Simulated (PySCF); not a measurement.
Homolysis of single bonds, series In Cl-OH. All species are isolated molecules in the gas phase. One relaxed conformer stands for each flexible species; it need not be the lowest. Strings in code marks are SMILES.

These are ωB97X-D3(BJ)/def2-TZVP // B3LYP-D3(BJ)/def2-TZVP in PySCF values and carry that method's errors. 

| species | dipole moment (D) | highest occupied spin orbital (eV) |
|---|---|---|
| whole molecule (`[Cl][In]([Cl])[Cl]`) | 0.00 | – |
| radical fragment (`[Cl][In][Cl]`) | 2.87 | -9.30 |
| radical fragment (`[OH]`) | 1.78 | -11.83 |
| radical fragment (`[OH][In][Cl]` (H–O–In–Cl torsion 180°)) | – | -8.99 |
| radical fragment (`[In]([OH])[OH]` (H–O–In–O torsion -180°, O–In–O–H torsion 180°)) | – | -8.62 |
